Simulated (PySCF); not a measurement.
**Core-level binding energies of `C1C[C@H]2C[C@@H]1C2`**

Species: C6H10.
Atom-mapped SMILES: `[CH2:1]1[CH2:2][C@H:3]2[CH2:4][C@@H:5]1[CH2:6]2`

Computed with delta-SCF UKS SCAN, pcX-2 on the ionised atom, pcseg-1 elsewhere, spin-free X2C in PySCF 2.14.0. Each binding energy is the total energy of the core-ionised species, with the hole localised on one atom, minus that of the ground state; both are solved self-consistently, so orbital relaxation is included.

Q: List the computed XPS lines with their assignment.

A: 
```csv
atom(s),environment,level,binding energy (eV),above the level's lowest (eV),count
C3/C5,sp3 carbon at a ring junction,C 1s,290.37,+0.12,2
C1/C2,ring CH2 carbon,C 1s,290.30,+0.05,2
C4/C6,four-membered-ring carbon,C 1s,290.25,0.00,2
```

The 3 C 1s values lie within 0.12 eV of each other; Gaussian lines of 0.5 eV full width would blend them into one maximum.

Q: Give the binding energy of C 1s of C1/C2 in hartree and in kJ/mol.

A: 290.30 eV = 10.6683 Eh = 28010 kJ/mol.

Q: Which photon energy gives electrons from C 1s of C1/C2 a kinetic energy of 150 eV, and what is their de Broglie wavelength?

A: hν = 290.30 + 150 = 440.30 eV, recoil neglected; λ = 12.264 Å/√(E/eV) = 1.00 Å.

Atoms equivalent by their bonding share one computed value, that of the first of them. Isolated species at its PBE0-D3(BJ)/def2-SVP geometry, gas phase.
